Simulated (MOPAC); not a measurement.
MOPAC input (PM7):

```
PM7 PRECISE GNORM=0.05 LET XYZ CHARGE=-1 GEO-OK AUX(PRECISION=9) THREADS=1
C5H4N

N     0.01213582 1    0.03594258 1    1.43484202 1
C    -0.01076327 1    0.04402648 1   -1.35230364 1
C     0.01775233 1    1.27745360 1    0.81209974 1
C    -0.00350109 1   -1.09449745 1    0.72498945 1
C    -0.01557349 1   -1.16690233 1   -0.66385173 1
C     0.00549068 1    1.21962009 1   -0.61501389 1
H    -0.01964327 1    0.05668285 1   -2.44312951 1
H    -0.00681822 1   -2.02556725 1    1.30061357 1
H    -0.02808054 1   -2.12467032 1   -1.17531637 1
H     0.00916037 1    2.16375436 1   -1.16158136 1
```

Task: What heat of formation does the run end on?

Result: 46.84 kcal/mol.
